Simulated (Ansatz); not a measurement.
# C2H4N2: taking an electron away

The task here is to estimate one member of a computed series from the others.

Computed with Ansatz 0.2.0, Gaussian basis. Level: unrestricted cation, the program's frozen cores in correlated methods.

Plan: UKS PBE-D4/def2-TZVPP; UKS r2SCAN-D4/def2-TZVPP; UKS PBE0-D4/def2-TZVPP; UKS B3LYP-D4/def2-TZVPP; UKS wB97X-V/def2-TZVPP; UKS wB97M-V/def2-TZVPP; UKS B2PLYP/def2-TZVPP; UHF-CCSD(T)/def2-TZVPP; UHF-MP2/def2-QZVPP; extrapolation to the limit; then −ε(HOMO) from the neutral's earlier runs with LDA (SPW92), PBE-D4, revPBE-D4, BLYP-D4, r2SCAN-D4, B97M-V, PBE0-D4, B3LYP-D4, r2SCANh-D4, r2SCAN0-D4, HSE06-D4, BHLYP-D4, CAM-B3LYP-D4, LC-ωPBE, ωB97X-V, ωB97M-V.

### Structure used throughout

An earlier PBE0-D4 in a triple-zeta def2 set relaxation fixed the geometry.

8 atoms, charge 0, spin multiplicity 1.

Atoms are counted from 1 here; the program's logs count them from 0.

Bond lengths: N1–C2 1.227 Å, N1–H5 1.022 Å, C2–C3 1.309 Å, C3–N4 1.418 Å, C3–H6 1.084 Å, N4–H7 1.013 Å, N4–H8 1.011 Å. Angles: C2–N1–H5 114.4°, N1–C2–C3 175.8°, C2–C3–N4 125.5°, C2–C3–H6 117.7°, N4–C3–H6 116.5°, C3–N4–H7 111.1°, C3–N4–H8 111.8°, H7–N4–H8 108.2°.

Set-up of the first run:

Contents of in.yaml:

```yaml
crystal:
  periodic: [false, false, false]
  atoms:
    - {symbol: N, position_ang: [-0.901578, 1.847780, -0.417546]}
    - {symbol: C, position_ang: [-0.177388, 0.906931, -0.109498]}
    - {symbol: C, position_ang: [0.558255, -0.092282, 0.307477]}
    - {symbol: N, position_ang: [0.262923, -1.466349, 0.121919]}
    - {symbol: H, position_ang: [-0.790110, 2.167322, -1.381891]}
    - {symbol: H, position_ang: [1.522435, 0.139876, 0.745678]}
    - {symbol: H, position_ang: [0.249733, -1.959813, 1.006241]}
    - {symbol: H, position_ang: [-0.632071, -1.600566, -0.328179]}
basis:
  gaussian: {orbitals: def2-TZVPP}
total_charge: 1
magnetization: {spin_polarized: true, initial_magnetization: 1}
hamiltonian: {xc: pbe, dispersion: d4}
```

On the command line:

```console
ansatz run in.yaml --threads 2 --pin off --events-out ev --progress --plain --max-ram 4352MiB
```

Among the steps run: Cation, UKS PBE-D4/def2-TZVPP; Cation, UKS r2SCAN-D4/def2-TZVPP; Cation, UKS PBE0-D4/def2-TZVPP; Cation, UKS B3LYP-D4/def2-TZVPP; Cation, UKS wB97X-V/def2-TZVPP; Cation, UKS wB97M-V/def2-TZVPP; Cation, UKS B2PLYP (frozen core)/def2-TZVPP; Cation, UHF-CCSD(T)/def2-TZVPP; Cation, UHF-MP2/def2-QZVPP.

One of the session's tables, all rows but one given; the rest of the session is left out.

Orbital estimates, from the neutral's runs:

```
  functional  −ε(HOMO) (eV)
 LDA (SPW92)           4.72
      PBE-D4           4.59
   revPBE-D4           4.54
     BLYP-D4           4.49
   r2SCAN-D4           4.79
      B97M-V           4.87
     PBE0-D4           5.80
    B3LYP-D4           5.62
  r2SCANh-D4           5.25
  r2SCAN0-D4           5.94
    HSE06-D4              ?
    BHLYP-D4           6.94
CAM-B3LYP-D4           7.14
     LC-ωPBE           8.43
     ωB97X-V           8.09
     ωB97M-V           8.00
```

Estimate the missing values for HSE06-D4.

As computed: −ε(HOMO) (eV): 5.41. In the column «−ε(HOMO) (eV)» it lies between r2SCANh-D4 (5.25) and B3LYP-D4 (5.62).
